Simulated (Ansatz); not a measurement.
**SiO₂ (triplet): wB97M-V, B2PLYP over vertical spin and charge gaps, def2-QZVPP**

Aim: run SiO₂ (triplet) with these functionals over vertical spin and charge gaps, and hold them against the top wave-function level at the same points.

Method: def2-QZVPP, all electrons in the functionals, frozen cores in the correlation of double hybrids and RPA; program: Ansatz 0.2.0, Gaussian basis.

Plan: wB97M-V, B2PLYP, at charge 0, triplet; charge 0, singlet; charge 0, quintet; charge 1, doublet; charge 1, quartet.

2 further runs of the same task are left out: 2 set aside as unsound or not needed. Runs told in other sessions of the task aren't counted.

### Step 1. The system

The geometry is a PBE0/def2-TZVP stationary point (not a proven minimum).

3 atoms, charge 0, spin multiplicity 3.

Atoms are counted from 1 here; the program's logs count them from 0.

Bond lengths: O1–O2 1.343 Å, O2–Si3 1.710 Å. Angles: O1–O2–Si3 113.5°.

Coordinates:

```xyz
3

O     0.0000   -0.3459    1.4558
O     0.0000    0.5646    0.4684
Si    0.0000   -0.1246   -1.0962
```

No dispersion term is added; wB97M-V holds VV10 nonlocal correlation.

The geometry shown and the zero of energy belong to the point charge 0, triplet. The yardstick, UCCSD(T), and other wave-function levels (R restricted, U unrestricted, valence and pair active spaces) come from earlier runs.

### Step 2. wB97M-V, charge 0, triplet

The input, in.yaml:

```yaml
crystal:
  periodic: [false, false, false]
  atoms:
    - {symbol: O, position_ang: [0.000000, -0.345870, 1.455845]}
    - {symbol: O, position_ang: [0.000000, 0.564635, 0.468388]}
    - {symbol: Si, position_ang: [0.000000, -0.124623, -1.096174]}
basis:
  gaussian: {orbitals: "def2-QZVPP.json"}
magnetization: {spin_polarized: true, initial_magnetization: 2}
hamiltonian: {xc: {name: wB97M-V}}
output: {orbitals: {seedname: orbitals}}
```

On the command line:

```console
$ ansatz run in.yaml --threads 1 --pin off --events-out ev --progress --plain --max-ram 2393MiB
```

What it wrote (excerpt; [...] marks lines left out):

```text
Functional definition: wB97M-V
  name "wB97M-V"
  cite "Mardirossian & Head-Gordon, J. Chem. Phys. 144, 214110 (2016) doi:10.1063/1.4952647"
  cite "Becke, J. Chem. Phys. 107, 8554 (1997) doi:10.1063/1.475007"
  cite "Vydrov & Van Voorhis, J. Chem. Phys. 133, 244103 (2010) doi:10.1063/1.3521275"
  # Of w^i u^j: cxij and so on, Table III.
[...]
  gx(w, u) = 1 - cx + cx01*u + cx10*w
  gss(w, u) = css00 + css04*u^4 + css10*w + css20*w^2 + css43*w^4*u^3
  gos(w, u) = cos00 + cos10*w + (cos20 + cos21*u)*w^2 + (cos60 + cos61*u)*w^6
[...]
      + integral(e_c_pw_mod_opposite_spin*gos(b97_w_opposite, b97_u_opposite)) + vv10(b, c)
709 factors; their error is unknown
144 factors; integrals over basis functions are off by at most 7.2e-5 eV
[...]
mean field -11967.23512363 eV, -439.7877791099 hartree, gradient 4.2e-6 eV, S^2 2.006273; 2 other end points of the search recorded, 0 dependent functions left out
reference -11967.23516117 eV, -439.7877804897 hartree; 16, 14 occupied and 168, 170 virtual orbitals, 709 factors
Total energy: -11967.23516117 eV, -439.7877804897 hartree
```

Wall time 47 s (1 thread of Arm Neoverse V1, shared host); peak memory 0.58 GiB.

From the report: ⟨S²⟩ of the determinant 2.006 (pure triplet: 2.00).

### Step 3. wB97M-V, charge 0, singlet

Changes to in.yaml since step 2:

```diff
@@ -8,3 +8,3 @@
   gaussian: {orbitals: "def2-QZVPP.json"}
-magnetization: {spin_polarized: true, initial_magnetization: 2}
+magnetization: {spin_polarized: true, initial_magnetization: 0}
 hamiltonian: {xc: {name: wB97M-V}}
```

Same command.

What it wrote (excerpt; [...] marks lines left out):

```text
Functional definition: wB97M-V
  name "wB97M-V"
  cite "Mardirossian & Head-Gordon, J. Chem. Phys. 144, 214110 (2016) doi:10.1063/1.4952647"
  cite "Becke, J. Chem. Phys. 107, 8554 (1997) doi:10.1063/1.475007"
  cite "Vydrov & Van Voorhis, J. Chem. Phys. 133, 244103 (2010) doi:10.1063/1.3521275"
  # Of w^i u^j: cxij and so on, Table III.
[...]
  gx(w, u) = 1 - cx + cx01*u + cx10*w
  gss(w, u) = css00 + css04*u^4 + css10*w + css20*w^2 + css43*w^4*u^3
  gos(w, u) = cos00 + cos10*w + (cos20 + cos21*u)*w^2 + (cos60 + cos61*u)*w^6
[...]
      + integral(e_c_pw_mod_opposite_spin*gos(b97_w_opposite, b97_u_opposite)) + vv10(b, c)
709 factors; their error is unknown
144 factors; integrals over basis functions are off by at most 7.2e-5 eV
[...]
mean field -11967.44396366 eV, -439.7954538396 hartree, gradient 6.4e-6 eV, S^2 0.392283; 6 other end points of the search recorded, 0 dependent functions left out
reference -11967.44400157 eV, -439.7954552328 hartree; 15, 15 occupied and 169, 169 virtual orbitals, 709 factors
Total energy: -11967.44400157 eV, -439.7954552328 hartree
```

Wall time 88 s (1 thread of Arm Neoverse V1, shared host); peak memory 0.62 GiB.

From the report: ⟨S²⟩ of the determinant 0.392 (pure singlet: 0.00).

From charge 0, triplet: -0.209 eV.

### Step 4. wB97M-V, charge 0, quintet

Changes to in.yaml since step 3:

```diff
@@ -8,3 +8,3 @@
   gaussian: {orbitals: "def2-QZVPP.json"}
-magnetization: {spin_polarized: true, initial_magnetization: 0}
+magnetization: {spin_polarized: true, initial_magnetization: 4}
 hamiltonian: {xc: {name: wB97M-V}}
```

Same command.

What it wrote (excerpt; [...] marks lines left out):

```text
Functional definition: wB97M-V
  name "wB97M-V"
  cite "Mardirossian & Head-Gordon, J. Chem. Phys. 144, 214110 (2016) doi:10.1063/1.4952647"
  cite "Becke, J. Chem. Phys. 107, 8554 (1997) doi:10.1063/1.475007"
  cite "Vydrov & Van Voorhis, J. Chem. Phys. 133, 244103 (2010) doi:10.1063/1.3521275"
  # Of w^i u^j: cxij and so on, Table III.
[...]
  gx(w, u) = 1 - cx + cx01*u + cx10*w
  gss(w, u) = css00 + css04*u^4 + css10*w + css20*w^2 + css43*w^4*u^3
  gos(w, u) = cos00 + cos10*w + (cos20 + cos21*u)*w^2 + (cos60 + cos61*u)*w^6
[...]
      + integral(e_c_pw_mod_opposite_spin*gos(b97_w_opposite, b97_u_opposite)) + vv10(b, c)
709 factors; their error is unknown
144 factors; integrals over basis functions are off by at most 7.2e-5 eV
[...]
mean field -11963.79603431 eV, -439.6613949088 hartree, gradient 2.3e-5 eV, S^2 6.010036; 3 other end points of the search recorded, 0 dependent functions left out
reference -11963.79607060 eV, -439.6613962424 hartree; 17, 13 occupied and 167, 171 virtual orbitals, 709 factors
Total energy: -11963.79607060 eV, -439.6613962424 hartree
```

Wall time 49 s (1 thread of Arm Neoverse V1, shared host); peak memory 0.59 GiB.

From the report: ⟨S²⟩ of the determinant 6.010 (pure quintet: 6.00).

From charge 0, triplet: +3.439 eV.

### Step 5. wB97M-V, charge 1, doublet

Changes to in.yaml since step 4:

```diff
@@ -8,3 +8,4 @@
   gaussian: {orbitals: "def2-QZVPP.json"}
-magnetization: {spin_polarized: true, initial_magnetization: 4}
+total_charge: 1
+magnetization: {spin_polarized: true, initial_magnetization: 1}
 hamiltonian: {xc: {name: wB97M-V}}
```

Launched as before.

What it wrote (excerpt; [...] marks lines left out):

```text
Functional definition: wB97M-V
  name "wB97M-V"
  cite "Mardirossian & Head-Gordon, J. Chem. Phys. 144, 214110 (2016) doi:10.1063/1.4952647"
  cite "Becke, J. Chem. Phys. 107, 8554 (1997) doi:10.1063/1.475007"
  cite "Vydrov & Van Voorhis, J. Chem. Phys. 133, 244103 (2010) doi:10.1063/1.3521275"
  # Of w^i u^j: cxij and so on, Table III.
[...]
  gx(w, u) = 1 - cx + cx01*u + cx10*w
  gss(w, u) = css00 + css04*u^4 + css10*w + css20*w^2 + css43*w^4*u^3
  gos(w, u) = cos00 + cos10*w + (cos20 + cos21*u)*w^2 + (cos60 + cos61*u)*w^6
[...]
      + integral(e_c_pw_mod_opposite_spin*gos(b97_w_opposite, b97_u_opposite)) + vv10(b, c)
709 factors; their error is unknown
144 factors; integrals over basis functions are off by at most 7.2e-5 eV
[...]
mean field -11959.46626108 eV, -439.5022786772 hartree, gradient 4.3e-6 eV, S^2 0.754087; 2 other end points of the search recorded, 0 dependent functions left out
reference -11959.46629883 eV, -439.5022800647 hartree; 15, 14 occupied and 169, 170 virtual orbitals, 709 factors
Total energy: -11959.46629883 eV, -439.5022800647 hartree
```

It took 68 s on 1 thread of Arm Neoverse V1, shared host; peak memory 0.61 GiB.

From the report: ⟨S²⟩ of the determinant 0.754 (pure doublet: 0.75).

From charge 0, triplet: +7.769 eV.

### Step 6. wB97M-V, charge 1, quartet

Changes to in.yaml since step 5:

```diff
@@ -9,3 +9,3 @@
 total_charge: 1
-magnetization: {spin_polarized: true, initial_magnetization: 1}
+magnetization: {spin_polarized: true, initial_magnetization: 3}
 hamiltonian: {xc: {name: wB97M-V}}
```

The command is unchanged.

What it wrote (excerpt; [...] marks lines left out):

```text
Functional definition: wB97M-V
  name "wB97M-V"
  cite "Mardirossian & Head-Gordon, J. Chem. Phys. 144, 214110 (2016) doi:10.1063/1.4952647"
  cite "Becke, J. Chem. Phys. 107, 8554 (1997) doi:10.1063/1.475007"
  cite "Vydrov & Van Voorhis, J. Chem. Phys. 133, 244103 (2010) doi:10.1063/1.3521275"
  # Of w^i u^j: cxij and so on, Table III.
[...]
  gx(w, u) = 1 - cx + cx01*u + cx10*w
  gss(w, u) = css00 + css04*u^4 + css10*w + css20*w^2 + css43*w^4*u^3
  gos(w, u) = cos00 + cos10*w + (cos20 + cos21*u)*w^2 + (cos60 + cos61*u)*w^6
[...]
      + integral(e_c_pw_mod_opposite_spin*gos(b97_w_opposite, b97_u_opposite)) + vv10(b, c)
709 factors; their error is unknown
144 factors; integrals over basis functions are off by at most 7.2e-5 eV
[...]
mean field -11956.88498047 eV, -439.4074183645 hartree, gradient 3.4e-5 eV, S^2 3.762077; 3 other end points of the search recorded, 0 dependent functions left out
reference -11956.88502027 eV, -439.4074198270 hartree; 16, 13 occupied and 168, 171 virtual orbitals, 709 factors
Total energy: -11956.88502027 eV, -439.4074198270 hartree
```

Run time: 50 s. Hardware: 1 thread of Arm Neoverse V1, shared host; peak memory 0.59 GiB.

From the report: ⟨S²⟩ of the determinant 3.762 (pure quartet: 3.75).

From charge 0, triplet: +10.350 eV.

### Step 7. B2PLYP, charge 0, triplet

The input, in.yaml:

```yaml
crystal:
  periodic: [false, false, false]
  atoms:
    - {symbol: O, position_ang: [0.000000, -0.345870, 1.455845]}
    - {symbol: O, position_ang: [0.000000, 0.564635, 0.468388]}
    - {symbol: Si, position_ang: [0.000000, -0.124623, -1.096174]}
basis:
  gaussian: {orbitals: "def2-QZVPP.json"}
magnetization: {spin_polarized: true, initial_magnetization: 2}
hamiltonian: {xc: {name: B2PLYP}}
correlation: {electrons: outside_noble_gas}
```

Launched as before.

What it wrote (excerpt; [...] marks lines left out):

```text
Functional definition: B2PLYP
  name "B2PLYP"
  cite "Grimme, J. Chem. Phys. 124, 034108 (2006) doi:10.1063/1.2148954"
  cite "Becke, Phys. Rev. A 38, 3098 (1988) doi:10.1103/PhysRevA.38.3098"
  cite "Lee, Yang & Parr, Phys. Rev. B 37, 785 (1988) doi:10.1103/PhysRevB.37.785"
[...]
1151 factors; integrals over basis functions are off by at most 5.9e-4 eV
[...]
mean field -11958.31509983 eV, -439.4599742816 hartree, gradient 4.9e-6 eV, S^2 2.019870; 4 other end points of the search recorded, 0 dependent functions left out
7 core orbitals not correlated: weight in the atoms' cores, before any rotation towards them, 1.000 or more for the frozen orbitals, at most 0.000 for the correlated occupied ones
reference -11958.31522495 eV, -439.4599788799 hartree; 9, 7 occupied and 168, 170 virtual orbitals, 1151 factors
second order -18.28210950 eV of doubles, -0.00000000 eV of singles
Total energy: -11963.25139452 eV, -439.6413797655 hartree
```

Wall time 25 s (1 thread of Arm Neoverse V1, shared host); peak memory 0.44 GiB.

From the report: ⟨S²⟩ of the determinant 2.020 (pure triplet: 2.00).

### Step 8. B2PLYP, charge 0, singlet

Changes to in.yaml since step 7:

```diff
@@ -8,3 +8,3 @@
   gaussian: {orbitals: "def2-QZVPP.json"}
-magnetization: {spin_polarized: true, initial_magnetization: 2}
+magnetization: {spin_polarized: true, initial_magnetization: 0}
 hamiltonian: {xc: {name: B2PLYP}}
```

The command is unchanged.

What it wrote (excerpt; [...] marks lines left out):

```text
Functional definition: B2PLYP
  name "B2PLYP"
  cite "Grimme, J. Chem. Phys. 124, 034108 (2006) doi:10.1063/1.2148954"
  cite "Becke, Phys. Rev. A 38, 3098 (1988) doi:10.1103/PhysRevA.38.3098"
  cite "Lee, Yang & Parr, Phys. Rev. B 37, 785 (1988) doi:10.1103/PhysRevB.37.785"
[...]
1151 factors; integrals over basis functions are off by at most 5.9e-4 eV
[...]
mean field -11958.27385064 eV, -439.4584584018 hartree, gradient 4.5e-8 eV, S^2 0.998915; 10 other end points of the search recorded, 0 dependent functions left out
7 core orbitals not correlated: weight in the atoms' cores, before any rotation towards them, 1.000 or more for the frozen orbitals, at most 0.000 for the correlated occupied ones
reference -11958.27397590 eV, -439.4584630052 hartree; 8, 8 occupied and 169, 169 virtual orbitals, 1151 factors
second order -18.36432809 eV of doubles, -0.00000000 eV of singles
Total energy: -11963.23234449 eV, -439.6406796897 hartree
```

Wall time 86 s (1 thread of Arm Neoverse V1, shared host); peak memory 0.55 GiB.

From the report: ⟨S²⟩ of the determinant 0.999 (pure singlet: 0.00). The determinant of B2PLYP (⟨S²⟩ 1.00) is far from a pure spin state, so its energy mixes those of several spin states; that is harmless only where they are near-degenerate.

From charge 0, triplet: +0.019 eV.

### Step 9. B2PLYP, charge 0, quintet

Changes to in.yaml since step 8:

```diff
@@ -8,3 +8,3 @@
   gaussian: {orbitals: "def2-QZVPP.json"}
-magnetization: {spin_polarized: true, initial_magnetization: 0}
+magnetization: {spin_polarized: true, initial_magnetization: 4}
 hamiltonian: {xc: {name: B2PLYP}}
```

Launched as before.

What it wrote (excerpt; [...] marks lines left out):

```text
Functional definition: B2PLYP
  name "B2PLYP"
  cite "Grimme, J. Chem. Phys. 124, 034108 (2006) doi:10.1063/1.2148954"
  cite "Becke, Phys. Rev. A 38, 3098 (1988) doi:10.1103/PhysRevA.38.3098"
  cite "Lee, Yang & Parr, Phys. Rev. B 37, 785 (1988) doi:10.1103/PhysRevB.37.785"
[...]
1151 factors; integrals over basis functions are off by at most 5.9e-4 eV
[...]
mean field -11955.18746372 eV, -439.3450357746 hartree, gradient 3.0e-6 eV, S^2 6.016652; 4 other end points of the search recorded, 0 dependent functions left out
7 core orbitals not correlated: weight in the atoms' cores, before any rotation towards them, 1.000 or more for the frozen orbitals, at most 0.000 for the correlated occupied ones
reference -11955.18758601 eV, -439.3450402687 hartree; 10, 6 occupied and 167, 171 virtual orbitals, 1151 factors
second order -17.93171073 eV of doubles, -0.00000000 eV of singles
Total energy: -11960.02914791 eV, -439.5229643867 hartree
```

Run time: 20 s. Hardware: 1 thread of Arm Neoverse V1, shared host; peak memory 0.42 GiB.

From the report: ⟨S²⟩ of the determinant 6.017 (pure quintet: 6.00).

From charge 0, triplet: +3.222 eV.

### Step 10. B2PLYP, charge 1, doublet

Changes to in.yaml since step 9:

```diff
@@ -8,3 +8,4 @@
   gaussian: {orbitals: "def2-QZVPP.json"}
-magnetization: {spin_polarized: true, initial_magnetization: 4}
+total_charge: 1
+magnetization: {spin_polarized: true, initial_magnetization: 1}
 hamiltonian: {xc: {name: B2PLYP}}
```

The command is unchanged.

What it wrote (excerpt; [...] marks lines left out):

```text
Functional definition: B2PLYP
  name "B2PLYP"
  cite "Grimme, J. Chem. Phys. 124, 034108 (2006) doi:10.1063/1.2148954"
  cite "Becke, Phys. Rev. A 38, 3098 (1988) doi:10.1103/PhysRevA.38.3098"
  cite "Lee, Yang & Parr, Phys. Rev. B 37, 785 (1988) doi:10.1103/PhysRevB.37.785"
[...]
1151 factors; integrals over basis functions are off by at most 5.9e-4 eV
[...]
mean field -11950.49131606 eV, -439.1724555314 hartree, gradient 2.5e-6 eV, S^2 0.756302; 3 other end points of the search recorded, 0 dependent functions left out
7 core orbitals not correlated: weight in the atoms' cores, before any rotation towards them, 1.000 or more for the frozen orbitals, at most 0.000 for the correlated occupied ones
reference -11950.49143752 eV, -439.1724599947 hartree; 8, 7 occupied and 169, 170 virtual orbitals, 1151 factors
second order -17.87951185 eV of doubles, -0.00000000 eV of singles
Total energy: -11955.31890572 eV, -439.3498661788 hartree
```

Run time: 50 s. Hardware: 1 thread of Arm Neoverse V1, shared host; peak memory 0.58 GiB.

From the report: ⟨S²⟩ of the determinant 0.756 (pure doublet: 0.75).

From charge 0, triplet: +7.932 eV.

### Step 11. B2PLYP, charge 1, quartet

Changes to in.yaml since step 10:

```diff
@@ -9,3 +9,3 @@
 total_charge: 1
-magnetization: {spin_polarized: true, initial_magnetization: 1}
+magnetization: {spin_polarized: true, initial_magnetization: 3}
 hamiltonian: {xc: {name: B2PLYP}}
```

Same command.

What it wrote (excerpt; [...] marks lines left out):

```text
Functional definition: B2PLYP
  name "B2PLYP"
  cite "Grimme, J. Chem. Phys. 124, 034108 (2006) doi:10.1063/1.2148954"
  cite "Becke, Phys. Rev. A 38, 3098 (1988) doi:10.1103/PhysRevA.38.3098"
  cite "Lee, Yang & Parr, Phys. Rev. B 37, 785 (1988) doi:10.1103/PhysRevB.37.785"
[...]
1151 factors; integrals over basis functions are off by at most 5.9e-4 eV
[...]
mean field -11948.05887288 eV, -439.0830648933 hartree, gradient 3.3e-6 eV, S^2 3.784011; 6 other end points of the search recorded, 0 dependent functions left out
7 core orbitals not correlated: weight in the atoms' cores, before any rotation towards them, 1.000 or more for the frozen orbitals, at most 0.000 for the correlated occupied ones
reference -11948.05899798 eV, -439.0830694904 hartree; 9, 6 occupied and 168, 171 virtual orbitals, 1151 factors
second order -18.39236041 eV of doubles, -0.00000000 eV of singles
Total energy: -11953.02493529 eV, -439.2655643205 hartree
```

It took 25 s on 1 thread of Arm Neoverse V1, shared host; peak memory 0.52 GiB.

From the report: ⟨S²⟩ of the determinant 3.784 (pure quartet: 3.75).

From charge 0, triplet: +10.226 eV.

### Step 12. Against the wave-function levels

No level is safe as a reference over these points; UCCSD(T) serves as a yardstick only. It comes from earlier runs at the same points. Energies in eV, counted from charge 0, triplet; blanks weren't run or aren't comparable.

```tsv
level	triplet to singlet	triplet to quintet	ionisation to the doublet cation	ionisation to the quartet cation
UCCSD(T)		3.151	7.966	10.314
wB97M-V	-0.209	3.439	7.769	10.350
B2PLYP	0.019	3.222	7.932	10.226
```

Largest miss and mean time a point (UCCSD(T) took 2.9 min a point; shared hosts):

```tsv
level	largest miss (eV)	where	time a point
wB97M-V	+0.289	triplet to quintet	60 s
B2PLYP	-0.088	ionisation to the quartet cation	41 s
```

### Step 13. Summary of results

| quantity | value |
| --- | --- |
| triplet to quintet, UCCSD(T) | 3.151 eV |
| ionisation to the doublet cation, UCCSD(T) | 7.966 eV |
| ionisation to the quartet cation, UCCSD(T) | 10.314 eV |
| largest miss, wB97M-V | +0.289 eV (triplet to quintet) |
| largest miss, B2PLYP | -0.088 eV (ionisation to the quartet cation) |

**Reading.** Misses are known at 3 of 4 points at best, and only functionals with that many are ranked. Of the functionals, B2PLYP keep the smallest largest miss at the points compared (at most 0.088 eV) and wB97M-V strays most (0.289 eV, at triplet to quintet). wB97M-V, B2PLYP clearly break the spin symmetry at some points (⟨S²⟩ up to 1.00 above the pure value), so energy there is bought with a mixed spin. Functionals and the yardstick converge differently with the basis, so part of each miss in def2-QZVPP is the basis. The yardstick itself may be off where one determinant is a poor start.
